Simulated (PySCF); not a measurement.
## Stretching CCl

Set-up: PySCF, no relativity, basis sets C def2-SVPD, Cl def2-SVPD. Energies in eV from C + Cl in their ground configurations at the same level. State: ²Π (doublet), unpaired electrons π ↑.

| R (Å) | r²SCAN |
| --- | --- |
| 1.431 | -3.153 |
| 1.498 | -3.770 |
| 1.564 | -4.109 |
| 1.614 | -4.233 |
| 1.664 | -4.274 |
| 1.714 | -4.252 |
| 1.780 | -4.152 |
| 1.864 | -3.949 |
| 1.964 | -3.637 |
| 2.097 | -3.165 |

Problem. Put a parabola through the three lowest points of the r²SCAN curve and estimate Re, k and ωe (reduced mass 8.934 u; 1 eV/Å² = 0.16022 mdyn/Å; ωe = 1302.8·√(k/μ) cm⁻¹).

Solution. Through R = 1.614, 1.664, 1.714 Å the second-order coefficient is 12.6 eV/Å², so Re ≈ 1.672 Å, k ≈ 4.04 mdyn/Å and ωe ≈ 876 cm⁻¹. A polynomial fit of higher order to the unrounded r²SCAN energies gives Re = 1.670 Å, k = 3.87 mdyn/Å, ωe = 858 cm⁻¹; anharmonicity and rounding make the difference.

The higher-order fit for each curve: r²SCAN: Re = 1.670 Å, ωe = 858 cm⁻¹, De = 4.27 eV.

The state is the lowest determinant that a PBE0 search found; another state may lie lower at other levels.
